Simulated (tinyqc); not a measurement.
Born-Oppenheimer dynamics on the RHF/sto-3g surface (energies and gradients from PySCF), for H3O+, spin multiplicity 1, step by step. Computed by tinyqc, a small Python program that keeps every step (integrals from PySCF). Settings: charge = 1, multiplicity = 1, basis = sto-3g, time step (fs) = 2.0, steps = 16. Command: `OMP_NUM_THREADS=1 python tinyqc.py 29801 29802 out.jsonl` (the two numbers bound the seeds that draw the settings). One thread of a shared host (Intel(R) Xeon(R) Processor @ 2.60GHz), about 1 s of CPU time with the checks.

positions (bohr):
```
          x        y        z
1O   0.0113  -0.0510   0.4460
2H   1.8179   0.0775  -0.0472
3H  -0.8296   1.5930  -0.0643
4H  -1.0658  -1.5628  -0.0586
```

The total energy should stay constant up to terms of order dt^2; the step counts as short enough if it moves by less than 2 % of the largest kinetic energy.

Trajectory:
```
time (fs)  1O-2H (angstrom)  potential (hartree)  kinetic (hartree)  total (hartree)
0.0000               0.9933           -75.326132           0.002378       -75.323754
2.0000               0.9937           -75.325964           0.001698       -75.324266
4.0000               0.9959           -75.326577           0.002961       -75.323617
6.0000               0.9939           -75.329157           0.004540       -75.324617
8.0000               1.0018           -75.325906           0.002035       -75.323871
10.0000              0.9995           -75.324800           0.000894       -75.323905
12.0000              0.9832           -75.327696           0.003333       -75.324363
14.0000              0.9924           -75.329197           0.004961       -75.324236
16.0000              1.0077           -75.328007           0.003660       -75.324347
18.0000              0.9859           -75.324846           0.001342       -75.323504
20.0000              0.9692           -75.326716           0.002587       -75.324129
22.0000              1.0080           -75.328198           0.004089       -75.324110
24.0000              1.0054           -75.328123           0.003755       -75.324368
26.0000              0.9585           -75.324718           0.001031       -75.323687
28.0000              0.9869           -75.325300           0.001104       -75.324196
30.0000              1.0143           -75.327283           0.003109       -75.324173
32.0000              0.9762           -75.328607           0.004046       -75.324561
```

Is the time step short enough?

No. The total energy moves within 1.1e-03 hartree; that is over 2 % of the largest kinetic energy, so the time step is too long.
